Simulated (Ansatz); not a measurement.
Basis-set extrapolation for `N=CC(F)F` (PBE0-D4/def2-TZVP geometry, frozen core, Ansatz). Multiplicity 1, RHF reference.

|  | def2-TZVPP | def2-QZVPP |
| --- | --- | --- |
| HF | -330.928123 | -330.942639 |
| MP2 correlation | -1.014855 | -1.098501 |
| CCSD(T) correlation | -1.072298 | not run |

Energies in hartree. Use E(X) = E(∞) + A·exp(−7.88·√X) for Hartree–Fock and E(X) = E(∞) + B·X^(−2.97) for correlation, with X = 3 and 4, and add CCSD(T) minus MP2 of the smaller set to the MP2 limit.

Q: What is the CCSD(T) energy at the basis-set limit?

A: HF limit: -330.942639 + (-0.014516) × 0.13774 = -330.94464. MP2 limit: -1.098501 + (-0.083646) × 0.74074 = -1.16046. Higher-order term: -1.072298 − (-1.014855) = -0.05744. Total: -332.16254 hartree, 425.6 kJ/mol below CCSD(T)/def2-TZVPP.
